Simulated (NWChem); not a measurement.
**HF/3-21G run of C3H9P (trimethylphosphine), part 1 of 2**

Aim: the adiabatic ionisation energy of C3H9P (trimethylphosphine) at HF/3-21G, from 2 runs. 

The results are computed with NWChem 7.3.0.

### 1 The system as given

C3H9P: 13 atoms, total charge 0, spin state singlet. As SMILES, `CP(C)C`. The coordinates come from a PBE0-D4/def2-TZVP relaxation. The run starts from this shape.

Bond lengths: C1–P2 1.839 Å, P2–C3 1.839 Å, P2–C4 1.839 Å, C1–H5 1.092 Å, C1–H6 1.092 Å, C1–H7 1.094 Å, C3–H8 1.094 Å, C3–H9 1.092 Å, C3–H10 1.092 Å, C4–H11 1.092 Å, C4–H12 1.092 Å, C4–H13 1.094 Å. Some angles: C1–P2–C3 99.4°, C1–P2–C4 99.4°, C3–P2–C4 99.4°, P2–C1–H5 109.5°, P2–C1–H6 109.5°, P2–C1–H7 112.3°, P2–C3–H8 112.3°, P2–C3–H9 109.5°, P2–C3–H10 109.5°, P2–C4–H11 109.5°.

### 2 A structure relaxation at HF/3-21G

File geom.nw:

```
START geom
memory total 2200 mb
GEOMETRY units angstroms
  C    -0.507790    1.424650   -0.580040
  P     0.643680   -0.007310   -0.657580
  C     1.189840   -0.047290    1.098130
  C    -0.581430   -1.378500   -0.620880
  H    -1.049120    1.509250   -1.524840
  H     0.063540    2.345260   -0.442500
  H    -1.231580    1.332100    0.235540
  H     0.346870   -0.034330    1.795870
  H     1.781570   -0.947920    1.275770
  H     1.829630    0.814300    1.301040
  H    -0.059240   -2.331710   -0.513300
  H    -1.127530   -1.405300   -1.566340
  H    -1.298440   -1.273200    0.199130
END
BASIS spherical bse
  * library 3-21G
END
SCF
  nopen 0
  rhf
  thresh 1e-07
  maxiter 80
  print low
END
DRIVER
  maxiter 60
END
FREQ
  temp 3 298.15 600 900
END
TASK scf optimize
TASK scf frequencies
```

On the command line:

```bash
$ nwchem geom.nw > geom.out
```

Log:

```text
Northwest Computational Chemistry Package (NWChem) 7.3.0
             --------------------------------------------------------

           Job information
           ---------------

    nwchem branch   = 7.3.0
    use scalapack   = T
    input           = geom.nw
    prefix          = geom.
    data base       = ./geom.db
    status          = startup
    nproc           =        1

           Memory information
           ------------------

    heap     =     72089598 doubles =      550.0 Mbytes
    stack    =     72089595 doubles =      550.0 Mbytes
    global   =    144179200 doubles =     1100.0 Mbytes (distinct from heap & stack)
    total    =    288358393 doubles =     2200.0 Mbytes
    verify   = yes
    hardfail = no

           Directory information
           ---------------------

  0 permanent = .
  0 scratch   = .

                                NWChem Input Module
                                -------------------

 Scaling coordinates for geometry "geometry" by  1.889725989
 (inverse scale =  0.529177249)

 C3  symmetry detected

          ------
          auto-z
          ------
  no constraints, skipping    0.0000000000000000
  no constraints, skipping    0.0000000000000000

                             Geometry "geometry" -> ""
                             -------------------------

 Output coordinates in angstroms (scale by  1.889725989 to convert to a.u.)

  No.       Tag          Charge          X              Y              Z
 ---- ---------------- ---------- -------------- -------------- --------------
    1 C                    6.0000     0.14142438    -1.61293574    -0.27591311
    2 P                   15.0000     0.00000000    -0.00000000     0.59634976
    3 C                    6.0000     1.32613114     0.92894498    -0.27591311
[... 9 lines of this table left out ...]
   13 H                    1.0000    -1.36337832     0.63673363    -1.36427044

      Atomic Mass
      -----------

      C                 12.000000
      P                 30.973760
      H                  1.007825

 Effective nuclear repulsion energy (a.u.)     177.9486857577

            Nuclear Dipole moment (a.u.)
            ----------------------------
        X                 Y               Z
 ---------------- ---------------- ----------------
     0.0000000000    -0.0000000000     0.0000000000

      Symmetry information
      --------------------

 Group name             C3
 Group number              5
 Group order               3
 No. of unique centers     5

      Symmetry unique atoms

     1    2    5    6    7

                                Z-matrix (autoz)
                                --------

 Units are Angstrom for bonds and degrees for angles

      Type          Name      I     J     K     L     M      Value
      ----------- --------  ----- ----- ----- ----- ----- ----------
    1 Stretch                  1     2                       1.83913
    2 Stretch                  1     5                       1.09218
    3 Stretch                  1     6                       1.09217
    4 Stretch                  1     7                       1.09435
    5 Stretch                  2     3                       1.83913
    6 Stretch                  2     4                       1.83913
    7 Stretch                  3     8                       1.09435
    8 Stretch                  3     9                       1.09217
    9 Stretch                  3    10                       1.09218
   10 Stretch                  4    11                       1.09218
   11 Stretch                  4    12                       1.09217
   12 Stretch                  4    13                       1.09435
   13 Bend                     1     2     3                99.35715
   14 Bend                     1     2     4                99.35715
   15 Bend                     2     1     5               109.52191
   16 Bend                     2     1     6               109.51735
   17 Bend                     2     1     7               112.31258
   18 Bend                     2     3     8               112.31258
   19 Bend                     2     3     9               109.51735
   20 Bend                     2     3    10               109.52191
   21 Bend                     2     4    11               109.52191
   22 Bend                     2     4    12               109.51735
   23 Bend                     2     4    13               112.31258
   24 Bend                     3     2     4                99.35715
   25 Bend                     5     1     6               107.63326
   26 Bend                     5     1     7               108.87074
   27 Bend                     6     1     7               108.86918
   28 Bend                     8     3     9               108.86918
   29 Bend                     8     3    10               108.87074
[... 202 lines left out ...]
       Final RHF  results
[... 5 lines left out ...]
 Nuclear repulsion energy =    177.948685757655
[... 64 lines left out ...]
         Total SCF energy =   -457.194741396520
[... 7 lines left out ...]
     step= 1.00 grad=-5.8D-03 hess= 2.1D-03 energy=   -457.194741 mode=downhill
[... 76 lines left out ...]
         Total SCF energy =   -457.195069721383
[... 22 lines left out ...]
@    1    -457.19506972 -4.0D-03  0.00425  0.00166  0.05097  0.10147      6.0
[... 46 lines left out ...]
      Two-electron energy =    342.350548400081
[... 42 lines left out ...]
            Nuclear Dipole moment (a.u.)
[... 41 lines left out ...]
      Two-electron energy =    342.063385161691
[... 65 lines left out ...]
         Total SCF energy =   -457.195689411907
[... 7 lines left out ...]
     step= 1.00 grad=-4.1D-05 hess= 1.4D-05 energy=   -457.195689 mode=downhill
[... 76 lines left out ...]
         Total SCF energy =   -457.195692083207
[... 22 lines left out ...]
@    3    -457.19569208 -2.9D-05  0.00030  0.00012  0.00741  0.02204     12.4
[... 47 lines left out ...]
      Two-electron energy =    342.175950947309
[... 42 lines left out ...]
            Nuclear Dipole moment (a.u.)
[... 41 lines left out ...]
      Two-electron energy =    342.186252929030
[... 61 lines left out ...]
         Total SCF energy =   -457.195696506210
[... 7 lines left out ...]
     step= 1.00 grad=-2.0D-07 hess= 6.4D-08 energy=   -457.195697 mode=downhill
[... 71 lines left out ...]
         Total SCF energy =   -457.195696524517
[... 22 lines left out ...]
@    5    -457.19569652 -1.5D-07  0.00001  0.00000  0.00026  0.00084     17.3
[... 76 lines left out ...]
                Final and change from initial internal coordinates
[... 95 lines left out ...]
      Two-electron energy =    342.182677238010
[... 47 lines left out ...]
 stpr_wrt_fd_dipole: overwrite of existing file./geom.fd_ddipole
[... 5 lines left out ...]
 d_dipole_x/<atom=   1,y> =    -0.0025     [   -0.0122]
[... 3 lines left out ...]
 d_dipole_x/<atom=   2,z> =    -0.0000     [   -0.0000]
[... 3 lines left out ...]
 d_dipole_x/<atom=   4,x> =    -0.1451     [   -0.6969]
[... 3 lines left out ...]
 d_dipole_x/<atom=   5,y> =    -0.0849     [   -0.4079]
[... 3 lines left out ...]
 d_dipole_x/<atom=   6,z> =    -0.0350     [   -0.1679]
[... 3 lines left out ...]
 d_dipole_x/<atom=   8,x> =     0.0181     [    0.0870]
[... 3 lines left out ...]
 d_dipole_x/<atom=   9,y> =    -0.0356     [   -0.1709]
[... 3 lines left out ...]
 d_dipole_x/<atom=  10,z> =    -0.0262     [   -0.1258]
[... 3 lines left out ...]
 d_dipole_x/<atom=  12,x> =    -0.0789     [   -0.3789]
[... 3 lines left out ...]
 d_dipole_x/<atom=  13,y> =     0.0448     [    0.2153]
[... 4 lines left out ...]
 d_dipole_y/<atom=   1,y> =    -0.1401     [   -0.6731]
[... 3 lines left out ...]
 d_dipole_y/<atom=   2,z> =    -0.0000     [   -0.0000]
[... 3 lines left out ...]
 d_dipole_y/<atom=   4,x> =    -0.0111     [   -0.0535]
[... 3 lines left out ...]
 d_dipole_y/<atom=   5,y> =    -0.0145     [   -0.0695]
[... 3 lines left out ...]
 d_dipole_y/<atom=   6,z> =     0.0045     [    0.0218]
[... 3 lines left out ...]
 d_dipole_y/<atom=   8,x> =    -0.0550     [   -0.2643]
[... 3 lines left out ...]
 d_dipole_y/<atom=   9,y> =    -0.1119     [   -0.5377]
[... 3 lines left out ...]
 d_dipole_y/<atom=  10,z> =     0.0238     [    0.1143]
[... 3 lines left out ...]
 d_dipole_y/<atom=  12,x> =    -0.0601     [   -0.2889]
[... 3 lines left out ...]
 d_dipole_y/<atom=  13,y> =     0.0758     [    0.3639]
[... 4 lines left out ...]
 d_dipole_z/<atom=   1,y> =     0.0325     [    0.1561]
[... 3 lines left out ...]
 d_dipole_z/<atom=   2,z> =     0.4219     [    2.0263]
[... 3 lines left out ...]
 d_dipole_z/<atom=   4,x> =     0.0296     [    0.1422]
[... 3 lines left out ...]
 d_dipole_z/<atom=   5,y> =     0.0165     [    0.0793]
[... 3 lines left out ...]
 d_dipole_z/<atom=   6,z> =     0.0804     [    0.3862]
[... 3 lines left out ...]
 d_dipole_z/<atom=   8,x> =     0.0070     [    0.0337]
[... 3 lines left out ...]
 d_dipole_z/<atom=   9,y> =    -0.0348     [   -0.1671]
[... 3 lines left out ...]
 d_dipole_z/<atom=  10,z> =     0.0803     [    0.3857]
[... 3 lines left out ...]
 d_dipole_z/<atom=  12,x> =     0.0262     [    0.1257]
[... 3 lines left out ...]
 d_dipole_z/<atom=  13,y> =     0.0037     [    0.0178]
[... 152 lines left out ...]
          MASS-WEIGHTED PROJECTED HESSIAN (Hartree/Bohr/Bohr/Kamu)
[... 32 lines left out ...]
   32   -3.62584D+01  3.45424D+02
   33   -1.07407D+01  8.35040D+01  7.92346D+01
   34    5.64254D+00  3.45450D+00 -1.87730D+00  2.62455D+02
[... 4 lines of this table left out ...]
   39    9.39068D-01  3.51599D-01 -8.59208D+00  3.37088D-01 -9.27473D-01 -8.53781D+00 -4.11614D+01  1.88706D+01  3.63691D+02

 center of mass
 --------------
 x =   0.00000000 y =  -0.00000000 z =   0.13586660

 moments of inertia (a.u.)
 ------------------
         326.698254347164          -0.000000000000          -0.000000000000
          -0.000000000000         326.698254347164           0.000000000000
          -0.000000000000           0.000000000000         508.258380334308

 Rotational Constants
 --------------------
 A=   0.184268 cm-1  (  0.265115 K)
 B=   0.184268 cm-1  (  0.265115 K)
 C=   0.118444 cm-1  (  0.170411 K)

 Temperature                      =   298.15K
 frequency scaling parameter      =   1.0000

 Zero-Point correction to Energy  =   75.886 kcal/mol  (  0.120932 au)
 Thermal correction to Energy     =   79.984 kcal/mol  (  0.127462 au)
 Thermal correction to Enthalpy   =   80.576 kcal/mol  (  0.128406 au)

 Total Entropy                    =   75.202 cal/mol-K
   - Translational                =   38.884 cal/mol-K (mol. weight =  76.0442)
   - Rotational                   =   23.304 cal/mol-K (symmetry #  =        3)
   - Vibrational                  =   13.014 cal/mol-K

 Cv (constant volume heat capacity) =   21.988 cal/mol-K
   - Translational                  =    2.979 cal/mol-K
   - Rotational                     =    2.979 cal/mol-K
   - Vibrational                    =   16.029 cal/mol-K

 Temperature                      =   600.00K
 frequency scaling parameter      =   1.0000

 Zero-Point correction to Energy  =   75.886 kcal/mol  (  0.120932 au)
 Thermal correction to Energy     =   88.882 kcal/mol  (  0.141643 au)
 Thermal correction to Enthalpy   =   90.074 kcal/mol  (  0.143542 au)

 Total Entropy                    =   96.623 cal/mol-K
   - Translational                =   42.357 cal/mol-K (mol. weight =  76.0442)
   - Rotational                   =   25.388 cal/mol-K (symmetry #  =        3)
   - Vibrational                  =   28.878 cal/mol-K

 Cv (constant volume heat capacity) =   36.282 cal/mol-K
   - Translational                  =    2.979 cal/mol-K
   - Rotational                     =    2.979 cal/mol-K
   - Vibrational                    =   30.323 cal/mol-K

 Temperature                      =   900.00K
 frequency scaling parameter      =   1.0000

 Zero-Point correction to Energy  =   75.886 kcal/mol  (  0.120932 au)
 Thermal correction to Energy     =  101.342 kcal/mol  (  0.161499 au)
 Thermal correction to Enthalpy   =  103.130 kcal/mol  (  0.164348 au)

 Total Entropy                    =  114.133 cal/mol-K
   - Translational                =   44.370 cal/mol-K (mol. weight =  76.0442)
   - Rotational                   =   26.596 cal/mol-K (symmetry #  =        3)
   - Vibrational                  =   43.167 cal/mol-K

 Cv (constant volume heat capacity) =   46.172 cal/mol-K
   - Translational                  =    2.979 cal/mol-K
   - Rotational                     =    2.979 cal/mol-K
   - Vibrational                    =   40.213 cal/mol-K

          -------------------------------------------------
          NORMAL MODE EIGENVECTORS IN CARTESIAN COORDINATES
          -------------------------------------------------
             (Projected Frequencies expressed in cm-1)

                    1           2           3           4           5           6

 P.Frequency       -0.00       -0.00       -0.00        0.00        0.00        0.00

           1     0.16976    -0.02040    -0.06205    -0.00205     0.02856    -0.00677
[... 37 lines of this table left out ...]
          39    -0.00809    -0.02985    -0.01245    -0.01378    -0.19269    -0.01980

                    7           8           9          10          11          12

 P.Frequency      175.64      199.99      199.99      257.37      257.37      301.15

           1    -0.01875     0.04200     0.00448     0.08531    -0.11245     0.00732
[... 37 lines of this table left out ...]
          39     0.00027    -0.01633    -0.01218     0.00319    -0.03986     0.03563

                   13          14          15          16          17          18

 P.Frequency      647.18      706.25      706.25      912.97      953.91      953.92

           1     0.01073    -0.01511    -0.01390    -0.06167    -0.02414    -0.01951
[... 37 lines of this table left out ...]
          39    -0.04064    -0.03208     0.07571    -0.00021     0.06544     0.12602

                   19          20          21          22          23          24

 P.Frequency     1075.70     1075.70     1092.29     1475.79     1475.79     1504.46

           1     0.09727    -0.02853    -0.00282     0.00278     0.00691    -0.00509
[... 37 lines of this table left out ...]
          39     0.06666     0.01723    -0.11051    -0.04026    -0.01704    -0.02787

                   25          26          27          28          29          30

 P.Frequency     1628.45     1636.14     1636.14     1644.19     1644.19     1654.64

           1     0.03741    -0.00168    -0.00961     0.03206     0.03683    -0.00137
[... 37 lines of this table left out ...]
          39     0.00037     0.00746     0.00587    -0.00101    -0.00087     0.00821

                   31          32          33          34          35          36

 P.Frequency     3199.79     3199.80     3200.32     3278.39     3278.39     3280.56

           1    -0.00166    -0.00231    -0.00177     0.00651    -0.00008    -0.00249
[... 37 lines of this table left out ...]
          39     0.42944    -0.29828    -0.36773    -0.27033     0.50273     0.40758

                   37          38          39

 P.Frequency     3284.44     3285.54     3285.54

           1     0.05059     0.00332    -0.07137
[... 37 lines of this table left out ...]
          39     0.00138    -0.01631    -0.03046

 ----------------------------------------------------------------------------
 Normal Eigenvalue ||    Projected Derivative Dipole Moments (debye/angs)
  Mode   [cm**-1]  ||      [d/dqX]             [d/dqY]           [d/dqZ]
 ------ ---------- || ------------------ ------------------ -----------------
    1       -0.000 ||       0.004               0.003             0.000
    2       -0.000 ||       0.073               0.071             0.000
    3       -0.000 ||      -0.007               0.001            -0.000
[... 35 lines of this table left out ...]
   39     3285.538 ||      -0.567              -0.022            -0.000
 ----------------------------------------------------------------------------

 ----------------------------------------------------------------------------
 Normal Eigenvalue ||           Projected Infra Red Intensities
  Mode   [cm**-1]  || [atomic units] [(debye/angs)**2] [(KM/mol)] [arbitrary]
 ------ ---------- || -------------- ----------------- ---------- -----------
    1       -0.000 ||    0.000001           0.000         0.001       0.001
    2       -0.000 ||    0.000454           0.010         0.442       0.534
    3       -0.000 ||    0.000002           0.000         0.002       0.002
[... 35 lines of this table left out ...]
   39     3285.538 ||    0.013945           0.322        13.594      16.411
 ----------------------------------------------------------------------------

 vib:animation  F

 Task  times  cpu:        9.7s     wall:        9.7s
 Total times  cpu:       27.0s     wall:       27.0s
```

Wall time 28 s (1 thread of Intel Xeon Platinum 8259CL at 2.50GHz (Skylake/Cascade Lake), shared host); peak memory 0.11 GiB.

Steps, from the record of the run:

```csv
step,energy from the first frame kept (eV)
0,0.0000
1,-0.1086
2,-0.1248
3,-0.1255
4,-0.1257
5,-0.1257
```

After the run. Bond lengths: C1–P2 1.903 Å, P2–C3 1.903 Å, P2–C4 1.903 Å, C1–H5 1.083 Å, C1–H6 1.083 Å, C1–H7 1.084 Å, C3–H8 1.084 Å, C3–H9 1.083 Å, C3–H10 1.083 Å, C4–H11 1.083 Å, C4–H12 1.083 Å, C4–H13 1.084 Å. Some angles: C1–P2–C3 99.0°, C1–P2–C4 99.0°, C3–P2–C4 99.0°, P2–C1–H5 109.1°, P2–C1–H6 109.1°, P2–C1–H7 111.3°, P2–C3–H8 111.3°, P2–C3–H9 109.1°, P2–C3–H10 109.1°, P2–C4–H11 109.1°.

(Continued in part 2 of 2.)
